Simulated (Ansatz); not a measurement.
# LiS− (triplet): from Hartree-Fock to the top rungs, aug-cc-pVDZ

An exercise on one series of results from a longer session: the logs are not shown, and one member is left open.

Computed with Ansatz 0.2.0, Gaussian basis. Level: aug-cc-pVDZ, core rule «outside noble gas», up to 6 orbitals frozen.

To be run: UHF; CCSD(T) on ROHF; CCSD(T) on UHF; BCCD(T) on ROHF; CISD; CCSDT(Q) on ROHF; CCSDT(Q) on UHF.

35 further runs of the same task are left out: 13 for a known fault of the program, 9 that didn't finish, 13 set aside as unsound or not needed.

## What is computed

The geometry is a PBE0/def2-TZVPD stationary point (not a proven minimum).

2 atoms, charge -1, spin multiplicity 3.

Atoms are counted from 1 here; the program's logs count them from 0.

Bond lengths: S1–Li2 2.269 Å.

Coordinates:

```xyz
2
charge -1, multiplicity 3
S     0.00000    0.00000    0.00000
Li    0.00000    0.00000    2.26910
```

The first run:

Input file in.yaml:

```yaml
crystal:
  periodic: [false, false, false]
  atoms:
    - {symbol: S, position_ang: [0.000000, 0.000000, 0.000000]}
    - {symbol: Li, position_ang: [0.000000, 0.000000, 2.269100]}
basis:
  gaussian: {orbitals: aug-cc-pVDZ}
total_charge: -1
magnetization: {spin_polarized: true, initial_magnetization: 2}
hamiltonian: {xc: hf}
output: {orbitals: {seedname: orbitals}}
```

On the command line:

```sh
$ ansatz run in.yaml --threads 1 --pin off --events-out ev --progress --plain --max-ram 2393MiB
```

Among the steps run: UHF; CCSD(T) on ROHF; CCSD(T) on UHF; BCCD(T) on ROHF; CISD; CCSDT(Q) on ROHF; CCSDT(Q) on UHF.

One of the session's tables, all rows but one given; the rest of the session is left out.

```
   method  from UCCSDT(Q) (meV)
     ROHF                     ?
      UHF               +3976.8
     RMP2                +620.7
     UMP2                +641.1
     CISD                +316.7
    RCCSD                +139.6
    UCCSD                +136.4
 RCCSD(T)                 +27.3
 UCCSD(T)                 +27.1
  BCCD(T)                 +27.4
   RCCSDT                  +8.8
   UCCSDT                  +8.5
RCCSDT(Q)                  +0.5
UCCSDT(Q)                     0
```

**Question.** Estimate the row for ROHF.

As computed: from UCCSDT(Q) (meV): +4082.5. In the column «from UCCSDT(Q) (meV)» it is the highest.

Limits of these values: Restricted and unrestricted rows rest on different reference determinants; where their highest levels disagree by more than a few hundredths of an eV, they describe different states and don't form one ladder.
